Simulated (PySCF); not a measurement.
# One shape, several levels: SiH3OF (SMILES O[SiH2]F)

Wanted: a comparison of 6 runs (B3LYP/6-31G*, PBE0/def2-SVP, r2SCAN/6-311G**, PBE0/cc-pVTZ, CCSD(T)/6-31+G*) of SiH3OF. Input form: a Python script.

Program for the calculation: PySCF 2.14.0.

1 further run of the same task is left out (set aside as unsound or not needed).

## (1) The system as given

SiH3OF: 6 atoms, total charge 0, spin state singlet. SMILES: `O[SiH2]F`. Geometry: relaxed at PBE0-D4/def2-TZVP. This is one conformer, not always the lowest.

Bond lengths: O1–Si2 1.630 Å, Si2–F3 1.596 Å, O1–H4 0.958 Å, Si2–H5 1.474 Å, Si2–H6 1.482 Å. Angles: O1–Si2–F3 111.0°, O1–Si2–H5 106.4°, O1–Si2–H6 111.7°, F3–Si2–H5 108.2°, F3–Si2–H6 106.0°, Si2–O1–H4 119.1°, H5–Si2–H6 113.7°.

## (2) Energy and forces at B3LYP/6-31G(d) (spherical functions) (run 1)

input.py reads:

```python
import pyscf.grad
from pyscf import gto, dft

mol = gto.M(
    atom='''
O     -1.612881    -0.395331    -1.746296
Si     0.714883    -0.017574     0.234137
F      0.341662    -1.743839     2.679254
H     -3.239369     0.283837    -1.333391
H      3.015247    -0.866439    -1.088104
H      0.860014     2.618405     1.167095
''',
    basis='6-31g*',
    unit='bohr',
    max_memory=1860,
    verbose=3,
    spin=0,
)

mf = dft.RKS(mol)
mf.xc = 'b3lyp'
mf.grids.level = 5
mf.conv_tol = 1e-10
mf.kernel()
if not mf.converged:
    mf = mf.newton().run(mf.mo_coeff, mf.mo_occ)

e_final = mf.e_tot
print(f'total energy: {e_final:.8f} hartree')
grad = mf.Gradients().kernel()
mf.analyze()
```

On the command line:

```bash
$ OMP_NUM_THREADS=1 python input.py
```

Log:

```text
converged SCF energy = -466.448641696934
total energy: -466.44864170 hartree
--------------- RKS gradients ---------------
         x                y                z
0 O     0.0016671524     0.0044844707     0.0114784717
1 Si    -0.0092612831    -0.0055021663    -0.0008239715
2 F     0.0014446510     0.0068966377    -0.0100831097
3 H     0.0075214320    -0.0032763559    -0.0022129435
4 H    -0.0006696903    -0.0007775991     0.0012266431
5 H    -0.0006978281    -0.0018276486     0.0004080643
----------------------------------------------
**** MO energy ****
MO #1   energy= -66.1733108549828  occ= 2
MO #2   energy= -24.676576627331   occ= 2
MO #3   energy= -19.1566880882618  occ= 2
MO #4   energy= -5.32666269545475  occ= 2
MO #5   energy= -3.68678414339869  occ= 2
MO #6   energy= -3.68503279359893  occ= 2
MO #7   energy= -3.68331725507436  occ= 2
MO #8   energy= -1.17570533095654  occ= 2
MO #9   energy= -1.0198524680416   occ= 2
MO #10  energy= -0.584303759861115 occ= 2
MO #11  energy= -0.505673089358978 occ= 2
MO #12  energy= -0.44726969328247  occ= 2
MO #13  energy= -0.44125142194714  occ= 2
MO #14  energy= -0.411027345542068 occ= 2
MO #15  energy= -0.373379321719064 occ= 2
MO #16  energy= -0.346442481444551 occ= 2
MO #17  energy= -0.326132645941367 occ= 2
MO #18  energy= 0.0290324743068471 occ= 0
MO #19  energy= 0.0463463623266094 occ= 0
MO #20  energy= 0.107284351269647  occ= 0
MO #21  energy= 0.134879591787854  occ= 0
MO #22  energy= 0.141212234585069  occ= 0
MO #23  energy= 0.186533034676338  occ= 0
MO #24  energy= 0.227659386875925  occ= 0
MO #25  energy= 0.32066043193809   occ= 0
MO #26  energy= 0.343980763317444  occ= 0
MO #27  energy= 0.566003387021506  occ= 0
MO #28  energy= 0.601011168767994  occ= 0
MO #29  energy= 0.63702231628081   occ= 0
MO #30  energy= 0.743159219537449  occ= 0
MO #31  energy= 0.834521156119628  occ= 0
MO #32  energy= 0.950557255344079  occ= 0
MO #33  energy= 0.959548920853504  occ= 0
MO #34  energy= 1.01677309631658   occ= 0
MO #35  energy= 1.09643084281592   occ= 0
MO #36  energy= 1.11800654694183   occ= 0
MO #37  energy= 1.18757491291232   occ= 0
MO #38  energy= 1.29322715019183   occ= 0
MO #39  energy= 1.31965870965922   occ= 0
MO #40  energy= 1.32665467499941   occ= 0
MO #41  energy= 1.44669341231661   occ= 0
MO #42  energy= 1.73248734914555   occ= 0
MO #43  energy= 1.78934703520671   occ= 0
MO #44  energy= 1.80440706160333   occ= 0
MO #45  energy= 1.82570428536051   occ= 0
MO #46  energy= 1.84745283980821   occ= 0
MO #47  energy= 1.88905120232231   occ= 0
MO #48  energy= 2.01282389401208   occ= 0
MO #49  energy= 2.16206970903442   occ= 0
MO #50  energy= 2.40959600682991   occ= 0
MO #51  energy= 2.60093262661618   occ= 0
MO #52  energy= 2.86590291533757   occ= 0
 ** Mulliken atomic charges  **
charge of    0O =     -0.70677
charge of    1Si =      1.10681
charge of    2F =     -0.47941
charge of    3H =      0.33696
charge of    4H =     -0.11918
charge of    5H =     -0.13841
Dipole moment(X, Y, Z, Debye): -0.92100,  1.39053, -0.19732
```

Run time: 17 s. Hardware: 1 thread of Intel Xeon Platinum 8259CL at 2.50GHz (Skylake/Cascade Lake), shared host; peak memory 0.54 GiB.

## (3) Energy and gradient at B3LYP/6-31G(d) (Cartesian functions) (run 2)

job.py reads:

```python
import pyscf.grad
from pyscf import gto, dft

molecule = gto.M(
    atom='''
O     -0.853500    -0.209200    -0.924100
Si     0.378300    -0.009300     0.123900
F      0.180800    -0.922800     1.417800
H     -1.714200     0.150200    -0.705600
H      1.595600    -0.458500    -0.575800
H      0.455100     1.385600     0.617600
''',
    verbose=4,
    charge=0,
    cart=True,
    max_memory=1860,
    basis='6-31g*',
    spin=0,
)

mf = dft.RKS(molecule, xc='b3lyp')
mf.conv_tol = 1e-10
mf.grids.level = 5
mf.kernel()
if not mf.converged:
    mf = mf.newton().run(mf.mo_coeff, mf.mo_occ)

e_tot = mf.e_tot
print('Final energy', e_tot)
grad = mf.Gradients().kernel()
dip = mf.dip_moment()
pop, q = mf.mulliken_pop()
```

On the command line:

```bash
$ OMP_NUM_THREADS=1 python job.py
```

Log:

```text
PySCF version 2.14.0

[... 75 lines left out ...]
converged SCF energy = -466.453090270311
Final energy -466.4530902703111
[... 13 lines left out ...]
Dipole moment(X, Y, Z, Debye): -0.91848,  1.39567, -0.19393
[... 23 lines left out ...]
pop of  1 Si 3px          0.55366
pop of  1 Si 3py          0.57551
pop of  1 Si 3pz          0.45033
pop of  1 Si 4px          0.07766
pop of  1 Si 4py          0.09806
pop of  1 Si 4pz          0.05611
pop of  1 Si 3dxx         0.03019
pop of  1 Si 3dxy         0.03411
pop of  1 Si 3dxz         0.09418
pop of  1 Si 3dyy         0.03583
pop of  1 Si 3dyz         0.07116
pop of  1 Si 3dzz        -0.00231
pop of  2  F 1s           1.99310
pop of  2  F 2s           0.94962
pop of  2  F 3s           0.93093
pop of  2  F 2px          1.13208
pop of  2  F 2py          1.11360
pop of  2  F 2pz          1.07913
pop of  2  F 3px          0.74451
pop of  2  F 3py          0.70265
pop of  2  F 3pz          0.65966
pop of  2  F 3dxx         0.01184
pop of  2  F 3dxy         0.00117
pop of  2  F 3dxz         0.00211
pop of  2  F 3dyy         0.02109
pop of  2  F 3dyz         0.00422
pop of  2  F 3dzz         0.03198
pop of  3  H 1s           0.46936
pop of  3  H 2s           0.10436
pop of  4  H 1s           0.51802
pop of  4  H 2s           0.57819
pop of  5  H 1s           0.51815
pop of  5  H 2s           0.59768
 ** Mulliken atomic charges  **
charge of    0O =     -0.68383
charge of    1Si =      0.84729
charge of    2F =     -0.37770
charge of    3H =      0.42629
charge of    4H =     -0.09621
charge of    5H =     -0.11583
```

Wall time 18 s (1 thread of Intel Xeon Platinum 8259CL at 2.50GHz (Skylake/Cascade Lake), shared host); peak memory 0.56 GiB.

Runs 3 to 5 aren't shown in full; the table further down has their settings and results.

## (4) A single-point energy at CCSD(T)/6-31+G(d) (spherical functions) (run 6)

job.py reads:

```python
from pyscf import gto, scf, cc

mol = gto.Mole()
mol.atom = '''
O       -0.853500      -0.209200      -0.924100
Si       0.378300      -0.009300       0.123900
F        0.180800      -0.922800       1.417800
H       -1.714200       0.150200      -0.705600
H        1.595600      -0.458500      -0.575800
H        0.455100       1.385600       0.617600
'''
mol.spin = 0
mol.max_memory = 1860
mol.verbose = 3
mol.basis = '6-31+g*'
mol.build()

hf = scf.RHF(mol)
hf.conv_tol = 1e-10
hf.kernel()
if not hf.converged:
    hf = hf.newton().run(hf.mo_coeff, hf.mo_occ)

mycc = cc.CCSD(hf, frozen=7)
mycc.kernel()
e_t = mycc.ccsd_t()
etot = mycc.e_tot + e_t
print('E = %.10f Eh' % etot)
hf.analyze()
```

On the command line:

```bash
$ OMP_NUM_THREADS=1 python job.py
```

Log:

```text
converged SCF energy = -465.071678091061
E(CCSD) = -465.5273883452748  E_corr = -0.4557102542141166
CCSD(T) correction = -0.00875843270366908
E = -465.5361467780 Eh
**** MO energy ****
MO #1   energy= -68.8373390258854  occ= 2
MO #2   energy= -26.2963912286055  occ= 2
MO #3   energy= -20.5873177898819  occ= 2
MO #4   energy= -6.18832056835402  occ= 2
MO #5   energy= -4.29604079348993  occ= 2
MO #6   energy= -4.29481581747883  occ= 2
MO #7   energy= -4.29384681514562  occ= 2
MO #8   energy= -1.59275641702516  occ= 2
MO #9   energy= -1.36841632263036  occ= 2
MO #10  energy= -0.796369159171096 occ= 2
MO #11  energy= -0.722523919658995 occ= 2
MO #12  energy= -0.673454802882482 occ= 2
MO #13  energy= -0.67285186082028  occ= 2
MO #14  energy= -0.613923011580681 occ= 2
MO #15  energy= -0.562038857336821 occ= 2
MO #16  energy= -0.536612647527396 occ= 2
MO #17  energy= -0.481714413225556 occ= 2
MO #18  energy= 0.0605658247999532 occ= 0
MO #19  energy= 0.0745173116199494 occ= 0
MO #20  energy= 0.0763496006352937 occ= 0
MO #21  energy= 0.0896302689570749 occ= 0
MO #22  energy= 0.181881764650289  occ= 0
MO #23  energy= 0.197222908151695  occ= 0
MO #24  energy= 0.221603682828789  occ= 0
MO #25  energy= 0.266639378262519  occ= 0
MO #26  energy= 0.279727995086072  occ= 0
MO #27  energy= 0.288571395441048  occ= 0
MO #28  energy= 0.298141209521936  occ= 0
MO #29  energy= 0.346478497809058  occ= 0
MO #30  energy= 0.371361423681737  occ= 0
MO #31  energy= 0.388966332662089  occ= 0
MO #32  energy= 0.403106033423779  occ= 0
MO #33  energy= 0.422913179929134  occ= 0
MO #34  energy= 0.484961345066375  occ= 0
MO #35  energy= 0.502035404160576  occ= 0
MO #36  energy= 0.551399454239513  occ= 0
MO #37  energy= 0.597677319270926  occ= 0
MO #38  energy= 0.635978738205715  occ= 0
MO #39  energy= 0.847710238957911  occ= 0
MO #40  energy= 0.856869266909992  occ= 0
MO #41  energy= 0.893055402008359  occ= 0
MO #42  energy= 0.972288849146012  occ= 0
MO #43  energy= 1.22507428040261   occ= 0
MO #44  energy= 1.32378930712281   occ= 0
MO #45  energy= 1.4140747582162    occ= 0
MO #46  energy= 1.42567821596918   occ= 0
MO #47  energy= 1.47152241924154   occ= 0
MO #48  energy= 1.4881054416291    occ= 0
MO #49  energy= 1.55273085277113   occ= 0
MO #50  energy= 1.84940162756441   occ= 0
MO #51  energy= 1.8723911951202    occ= 0
MO #52  energy= 1.92632370621402   occ= 0
MO #53  energy= 1.93547022136106   occ= 0
MO #54  energy= 2.02432129868254   occ= 0
MO #55  energy= 2.10009067987983   occ= 0
MO #56  energy= 2.12556553816863   occ= 0
MO #57  energy= 2.14891201414234   occ= 0
MO #58  energy= 2.18150061737272   occ= 0
MO #59  energy= 2.31458007636602   occ= 0
MO #60  energy= 2.42640881412429   occ= 0
MO #61  energy= 2.49603127021351   occ= 0
MO #62  energy= 2.79213276789478   occ= 0
MO #63  energy= 3.00263473422723   occ= 0
MO #64  energy= 3.25184753480978   occ= 0
 ** Mulliken atomic charges  **
charge of    0O =     -0.79363
charge of    1Si =      1.32559
charge of    2F =     -0.57434
charge of    3H =      0.35234
charge of    4H =     -0.14562
charge of    5H =     -0.16433
Dipole moment(X, Y, Z, Debye): -0.74276,  1.69605, -0.22084
```

It took 5.7 s on 1 thread of Intel Xeon Platinum 8259CL at 2.50GHz (Skylake/Cascade Lake), shared host; peak memory 0.2 GiB.

## (5) All runs side by side

```tsv
run	level	Cartesian functions	task	energy (Eh)	dipole moment (D) of the reference	HOMO energy (eV)	LUMO energy (eV)	wall time
1	B3LYP/6-31G* (spherical functions)	no	gradient	-466.448642	1.68	-8.87	0.79	17 s
2	B3LYP/6-31G* (Cartesian functions)	yes	gradient	-466.453090	1.68	-8.88	0.73	18 s
3	PBE0/def2-SVP	no	gradient	-465.925460	1.69	-9.17	1.12	18 s
4	r2SCAN/6-311G**	no	gradient	-466.412447	1.75	-8.14	0.37	29 s
5	PBE0/cc-pVTZ	no	gradient	-466.249564	1.58	-9.28	0.58	67 s
6	CCSD(T)/6-31+G* (spherical functions)	no	energy	-465.536147	1.86	-13.11	1.65	5.7 s
```

## (6) Results

```
                                          quantity          value
                               run 6: total energy  -465.53615 Eh
       run 6: dipole moment (Hartree–Fock density)         1.86 D
        run 6: HOMO energy (Hartree–Fock orbitals)      -13.11 eV
        run 6: LUMO energy (Hartree–Fock orbitals)        1.65 eV
      run 6: HOMO–LUMO gap (Hartree–Fock orbitals)       14.76 eV
run 6: correlation energy (7 core orbitals frozen)     -464.5 mEh
                             run 6: (T) correction      -8.76 mEh
                              run 6: T1 diagnostic          0.014
```

In words: Over runs 1, 2, 3, 4, 5 the dipole moment (its size) runs from 1.58 D (PBE0/cc-pVTZ) to 1.75 D (r2SCAN/6-311G**). The two ends differ in method and basis. Over runs 1, 2, 3, 4, 5 the HOMO–LUMO gap runs from 8.51 eV (r2SCAN/6-311G**) to 10.29 eV (PBE0/def2-SVP). Totals of different functionals can't be ranked against each other. All runs together took 2.6 min, the longest 67 s.
